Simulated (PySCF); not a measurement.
Core-level binding energies of silicon monosulfide

Compound: silicon monosulfide, SiS.
Structure used (PBE0-D3(BJ)/def2-SVP), in Å, numbered top down from 1:
```
atom  x, y, z in Å
Si1    0.973   -0.008   -0.003
S2    -0.967    0.011   -0.025
```

Theory: PySCF, delta-SCF UKS SCAN, pcX-2 on the ionised atom, pcseg-1 elsewhere, spin-free X2C. These are vertical core ionisation energies against the vacuum level, from separate self-consistent calculations with and without the core hole.

Question: List the computed XPS lines with their assignment.

Answer: 
```
atom(s)         bonded to     level  binding energy (eV)  2p1/2 (eV)  count
    Si1   S (triple bond)  Si 2p3/2               108.29      108.92      1
     S2  Si (triple bond)   S 2p3/2               168.92      170.14      1
    Si1   S (triple bond)     Si 1s              1848.21           –      1
     S2  Si (triple bond)      S 1s              2476.66           –      1
```

Question: Which effective nuclear charge Zeff reproduces each element's mean 1s value in the hydrogen-like formula E = 13.606 eV × Zeff²?

Answer: Si (Z = 14): mean 1848.2 eV, Zeff = 11.66, Z − Zeff = 2.34; S (Z = 16): mean 2476.7 eV, Zeff = 13.49, Z − Zeff = 2.51. Means run over the listed sites, weighted by atom count.

The 2p values aren't plain energy differences: one relaxed spin-free 2p hole is combined with a matrix within the shell (ground-state 2p orbital-energy differences and spin–orbit coupling). 2p3/2, the mean of its two sublevels, lies a third of the splitting below the shell's mean and 2p1/2 two thirds above it; the statistical areas are 2:1. 2p1/2 minus 2p3/2 (ligand field included): Si 0.63 eV, S 1.23 eV. Geometry: PBE0-D3(BJ)/def2-SVP; no solvent, vibrations or thermal averaging.

Hardware: Arm Neoverse N1, one thread, no GPU, shared host. Cost: 4.4 s of wall time.
